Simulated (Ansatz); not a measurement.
A nudged elastic band was laid between two geometries of BH3 + H (5 atoms, charge 0, multiplicity 2).

Method: UKS revPBE/def2-SVP (Ansatz).

```yaml
movable_images: 7
climbing_image: yes
spring: 5.0 eV/Å²
optimiser: quadratic models (default)
start_path: through a guess of the saddle point
force_threshold: 0.05 eV/Å
iteration_limit: 60
end_points: relaxed
```

Image 0:

```xyz
5
Properties=species:S:1:pos:R:3
B 0.000 0.000 -0.415
H 0.000 0.000 0.800
H 1.052 0.000 -1.022
H -1.052 0.000 -1.022
H 0.000 0.000 4.309
```

Image 8:

```xyz
5
Properties=species:S:1:pos:R:3
B 0.000 0.000 -0.859
H 0.000 0.000 2.753
H 1.095 0.000 -1.382
H -1.095 0.000 -1.382
H 0.000 0.000 3.520
```

Q: Which bonds break or form, and what moves?

A: Bonds broken: B1–H2. Bonds formed: H2–H5. BH3 + H becomes BH2 + H2.

Q: What energy profile does the band end with?

A: It converged. The highest image is number 4 of 0 to 8, 0.30 eV above the first end and 0.25 eV above the last; the last end lies 0.05 eV above the first. A vibrational analysis at the climbing image gives 2 clearly imaginary modes (1114i, 778i cm⁻¹): a point of higher order, so a lower path passes nearby.

```tsv
image	path coordinate (Å)	energy (eV)	B1–H2 (Å)	H2–H5 (Å)
0	0.00	0.00	1.22	3.51
1	0.54	0.00	1.22	2.90
2	1.09	0.03	1.22	2.30
3	1.63	0.11	1.23	1.68
4	2.17	0.30	1.56	0.93
5	2.71	0.16	2.14	0.79
6	3.25	0.08	2.63	0.77
7	3.79	0.05	3.12	0.77
8	4.33	0.05	3.61	0.77
```

Q: What is the geometry of the highest image?

A: 
```xyz
5
Properties=species:S:1:pos:R:3:forces:R:3
B 0.000 -0.001 -0.056 0.00 -0.01 0.00
H 0.000 -0.001 1.500 0.00 0.00 0.00
H 1.081 0.001 -0.610 0.00 0.01 0.00
H -1.081 0.001 -0.610 0.00 0.01 0.00
H 0.000 0.001 2.426 0.00 0.01 -0.01
```

The band took 6 iterations and of the order of 27 core-seconds.

The run took 27 s on 1 thread of AMD EPYC 7R43 64-Core Processor (Zen 3), with other jobs on the host, peak memory 0.11 GiB.
